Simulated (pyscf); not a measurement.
Optimised with ωB97X-D3(BJ)/def2-SVP in PySCF.

SMILES: C1=CC2CC2C1
```xyz
14

C     -1.2911    -1.1721     1.5224
C     -1.3842     0.1581     1.4020
C     -0.3876     0.6907     0.4196
C      1.0574     0.4677     0.8016
C      0.3619    -0.5295    -0.0807
C     -0.2612    -1.7599     0.5775
H     -1.8703    -1.7813     2.2223
H     -2.0666     0.7969     1.9695
H     -0.6464     1.5297    -0.2334
H      1.8115     1.1057     0.3308
H      1.2684     0.1941     1.8411
H      0.6784    -0.5949    -1.1254
H     -0.7395    -2.4173    -0.1701
H      0.4858    -2.3759     1.1086
```
Charge 0, spin multiplicity 1.

How much does it cost (ΔH, 298 K, ωB97M-D3(BJ)/def2-TZVP) to split `[CH]1=[CH][CH]2[CH2][CH]2[CH2]1` at its C–H bond into cyclic C₆H₇ (SMILES [CH]1C=CC2CC12) [doublet] + H•?

C–H to cyclic C₆H₇ (SMILES [CH]1C=CC2CC12) [doublet] + H•: 82.7 kcal/mol. The 7 functionals that were run give +75.9 (r²SCAN) to +83.0 kcal/mol (M06-2X). The radicals are drawn with the spin at the cut bond; how far it spreads was not checked. cyclic C₆H₈ (SMILES C1=CC2CC2C1) lies 12.4 kcal/mol over its isomer cyclic C₆H₈ (SMILES CC1=CCC=C1), and others may lie lower still (electronic energy, ωB97M-D3(BJ)). cyclic C₆H₇ (SMILES [CH]1C=CC2CC12) [doublet] lies 19.2 kcal/mol over its isomer cyclic C₆H₇ (SMILES [CH]1C=CC=CC1) [doublet], and others may lie lower still (electronic energy, ωB97M-D3(BJ)).
